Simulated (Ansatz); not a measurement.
HC–O–Si, sextet in cc-pVDZ: errors against UCCSDT(Q)

Geometry: that of the HC–O–Si, quartet, kept fixed. The quartet lies 3.8 eV lower here.

```yaml
atoms:
  - { symbol: C, position_ang: [0.0000, -0.3103, 1.6466] }
  - { symbol: O, position_ang: [0.0000, 0.3518, 0.5441] }
  - { symbol: Si, position_ang: [0.0000, -0.0732, -1.1086] }
  - { symbol: H, position_ang: [0.0000, 0.1527, 2.6323] }
```

Basis cc-pVDZ; Ansatz 0.2.0. Correlated methods freeze the noble-gas cores, which leaves 15 electrons in 44 orbitals. Prefix R: restricted or restricted open-shell reference; prefix U: unrestricted. Active spaces: frontier = (13e, 11o) about the gap.

Full CI isn't at hand for all of this; UCCSDT(Q) serves as the reference, and is uncertain by the last step of the cluster series or more. The frozen core follows each run's orbitals, which can shift R against U totals by a few meV.

For open shells CISD is restricted-active-space CI with the open shells as a complete middle space.

The UHF ⟨S²⟩ is 8.766 and the T1 diagnostic (RCCSD) is 0.0257. The largest doubles amplitude (RCCSD) is 0.041. The T1 diagnostic (UCCSD) is 0.0200.

| level | E − E(UCCSDT(Q)) (kJ/mol) | share of correlation (%) | wall time |
| --- | --- | --- | --- |
| RHF | 886.4 | 0.00 | – |
| UHF | 868.9 | 1.97 | – |
| RMP2 | 86.1 | 90.28 | – |
| UMP2 | 86.5 | 90.24 | – |
| CISD | 91.8 | 89.64 | 29 s |
| RCCSD | 27.0 | 96.95 | – |
| UCCSD | 26.5 | 97.01 | – |
| RCCSD(T) | 4.2 | 99.53 | 9 s |
| UCCSD(T) | 4.1 | 99.53 | 10 s |
| BCCD(T) | 4.0 | 99.55 | 4.1 s |
| RCCSDT | 2.1 | 99.77 | – |
| UCCSDT | 1.9 | 99.78 | – |
| RCCSDT(Q) | 0.4 | 99.96 | 87 s |
| CASSCF (frontier space) | 727.5 | 17.92 | – |
| MRCISD (frontier space) | 66.3 | 92.52 | – |
| MRCISD+Q (frontier space) | 11.2 | 98.73 | 49 s |

The correlation energy at UCCSDT(Q), counted from RHF, is -9.187 eV. That run took 73 s on 1 thread of Arm Neoverse V1, shared host.

Times hold each run's SCF and search for its determinant on a shared host, so for small cases they say little of a method's own cost; they ran on 1 thread of Arm Neoverse V1. Some runs computed forces too.
